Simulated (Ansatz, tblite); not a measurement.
**The cluster Se3−: isomers from a random search**

An exercise on one series of results from a longer session: the logs are not shown, and one member is left open.

Program: Ansatz 0.2.0, Gaussian basis. Level of theory: relaxed with PBE0-D4/def2-TZVPD, doublet. These are calculated values, not measurements.

## Where the work starts

3 atoms, charge -1, spin multiplicity 2.

Atoms are counted from 1 here; the program's logs count them from 0.

Bond lengths: Se1–Se3 2.253 Å, Se2–Se3 2.253 Å. Angles: Se1–Se3–Se2 111.4°.

The ion is computed in the gas phase, without counter-ions or solvent.

A search from random starts with GFN2-xTB found 2 distinct shapes; 2 go on here. The structure above is candidate A, which lies 0.00 eV above the lowest at that level; B lies 1.12 eV above the lowest at that level.

Set-up of the first run:

in.yaml

```yaml
crystal:
  periodic: [false, false, false]
  atoms:
    - {symbol: Se, position_ang: [1.818280, -0.467990, -0.343210]}
    - {symbol: Se, position_ang: [-1.431880, 1.220900, 0.320180]}
    - {symbol: Se, position_ang: [-0.386410, -0.752920, 0.023030]}
basis:
  gaussian: {orbitals: def2-TZVPD}
total_charge: -1
magnetization: {spin_polarized: true, initial_magnetization: 1}
hamiltonian: {xc: pbe0, dispersion: d4}
scf: {lower_state_search: "off"}
output: {orbitals: {seedname: orbitals}}
relax: {f_tol: 0.02, max_steps: 100}
```

Launch:

```console
> ansatz run in.yaml --threads 4 --pin off --events-out ev --progress --plain --max-ram 3916MiB
```

Among the steps run: Relaxing candidate A; Relaxing candidate B; Candidate B, PBE0-D4/def2-TZVPD; Candidate B, PBE-D4/def2-TZVPD; Candidate B, r2SCAN-D4/def2-TZVPD; Candidate B, BLYP-D4/def2-TZVPD; Candidate B, HF/def2-TZVPD; Candidate B, CCSD(T)/def2-SVPD.

One of the session's tables, all rows but one given; the rest of the session is left out.

It belongs to the step «B against A». 

```
              method  B above A (kcal/mol)
            GFN1-xTB                  18.8
            GFN2-xTB                  17.1
        HF/def2-SVPD                     ?
       HF/def2-TZVPD                  14.0
   PBE-D4/def2-TZVPD                  18.9
  BLYP-D4/def2-TZVPD                  18.8
r2SCAN-D4/def2-TZVPD                  19.8
  PBE0-D4/def2-TZVPD                  17.2
       MP2/def2-SVPD                  16.1
      CCSD/def2-SVPD                  15.2
   CCSD(T)/def2-SVPD                  16.0
```

Estimate the missing values for HF/def2-SVPD.

The run gave: B above A (kcal/mol): 13.7. In the column «B above A (kcal/mol)» it is the lowest.

To keep in mind: The search was small, so a lower isomer may exist. Only doublets are compared; another spin may lie lower and prefer another shape. The anion's highest level is positive in at least one run, so there the basis alone may hold the extra electron.
